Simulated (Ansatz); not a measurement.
`[OH][AlH][Cl]` + `[AlH3]` → `[OH][AlH][AlH2]` + HCl  (formal exchange of groups at the Al–Cl bond)

Program: Ansatz. Geometries: PBE0-D4/def2-TZVP. ΔE: electronic, gas phase. CCSD(T)/CBS is the MP2 limit (def2-TZVPP, def2-QZVPP) plus CCSD(T) − MP2 in def2-TZVPP, frozen cores. This one scheme is used for every species. Functionals use def2-TZVPP. Each species was taken in one conformer, which may not be the lowest.

CCSD(T)/CBS gives +166.7 kJ/mol.

**Question.** Another level gave +171.0 kJ/mol. Which?
A. r2SCAN/def2-TZVPP
B. BHLYP/def2-TZVPP
C. PBE0/def2-TZVPP
D. HF/def2-TZVPP

**Answer.** A. r2SCAN 171.0, PBE0 155.7, HF/def2-TZVPP 182.4, BHLYP 175.4 kJ/mol.

**Question.** What do rigid-rotor, harmonic-oscillator terms from PBE0-D4/def2-TZVP frequencies (298.15 K, 1 bar) make of the CCSD(T)/CBS value? (An estimate is asked.)

**Answer.** The calculation gave: ΔZPE = -0.4 kJ/mol, ΔH = +169.0 kJ/mol, ΔS = 14 J/(mol·K), ΔG = +164.9 kJ/mol.

Largest T1 diagnostic among the species: 0.013.

In def2-TZVPP, CCSD(T) changes the Hartree–Fock value by −19.0 kJ/mol (the triples alone add −1.2 kJ/mol) and MP2 by −5.3 kJ/mol. From BLYP to BHLYP (50 % exact exchange), in def2-TZVPP and without D4, ΔE moves by +12.5 kJ/mol.
